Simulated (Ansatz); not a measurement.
We consider 1T (CdI2-type) PtSe2, described by PBE-D3(BJ) (plane waves, PAW; Ansatz, a program for electronic structure).

Run with plane-wave cutoff 520 eV, 12×12×8 k mesh (along the axes of the cell as run), Fermi–Dirac smearing 0.01 eV, scalar-relativistic PAW data made under PBE.

Energies at three volumes about the minimum:

```json
[
 {"V (Å³/atom)": "19.397", "E − E_lowest (meV/atom)": "1.59"},
 {"V (Å³/atom)": "19.793", "E − E_lowest (meV/atom)": "0.00"},
 {"V (Å³/atom)": "20.189", "E − E_lowest (meV/atom)": "1.36"}
]
```

Task: Fit a parabola by hand: where is the minimum, and what is the bulk modulus?

Result: Slopes: (0.00 − 1.59)/(19.793 − 19.397) = -4.015 and (1.36 − 0.00)/(20.189 − 19.793) = 3.434 meV/Å³. Curvature E″ = 2 × (3.434 − (-4.015))/(20.189 − 19.397) = 18.811 meV/Å⁶. From the middle of the first interval, the slope vanishes at V0 = 19.5950 − (-4.015)/18.811 = 19.808 Å³/atom. B = V0 E″ = 19.808 × 18.811 meV/Å³ × 0.1602 GPa per meV/Å³ = 59.7 GPa. The full Birch–Murnaghan fit to all volumes gives V0 = 19.791 Å³/atom and B0 = 59.2 GPa.

Shape and atoms are relaxed at each volume.

Note: the bulk modulus comes from volumes at which shape and atoms were relaxed.
